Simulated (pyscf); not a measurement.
Optimised with ωB97X-D3(BJ)/def2-SVP in PySCF.

Problem. PBE/def2-TZVP puts the barrier of `[Cl][Ge]([Cl])([Cl])[Cl]` + `[NH3]` → `[ClH]` + `[NH2][Ge]([Cl])([Cl])[Cl]` (four-centre exchange; singlet surface; Cl–Ge, H–N broken, Cl–H, Ge–N formed) at 0.67 eV and the reaction energy at +0.51 eV, from the separated reactants. What do PBE0-D3(BJ)/def2-TZVP, M06-2X/def2-TZVP, ωB97M-D3(BJ)/def2-TZVP give on the same structures?

Solution. PBE0-D3(BJ): ΔE‡ = 0.64 eV, ΔE = +0.49 eV; M06-2X: ΔE‡ = 0.70 eV, ΔE = +0.44 eV; ωB97M-D3(BJ): ΔE‡ = 0.76 eV, ΔE = +0.45 eV. PBE's barrier lies among them. Its reaction energy lies over all of them, by 0.02 to 0.07 eV. On the reactant side the descent ends in an adduct with a Ge–N contact, 0.07 eV over the separated species and 0.69 eV under the saddle at ωB97X-D3(BJ)/def2-TZVP. On the product side the descent ends in a complex, 0.25 eV under the separated species and 0.49 eV under the saddle at ωB97X-D3(BJ)/def2-TZVP. What is counted as formed (Ge–N) is already present as a longer contact in the reactant adduct; forming that adduct is a step of its own. This is the saddle that the search found; another between the same sides may lie lower. Elements up to Kr have no core potential and no relativistic terms here.
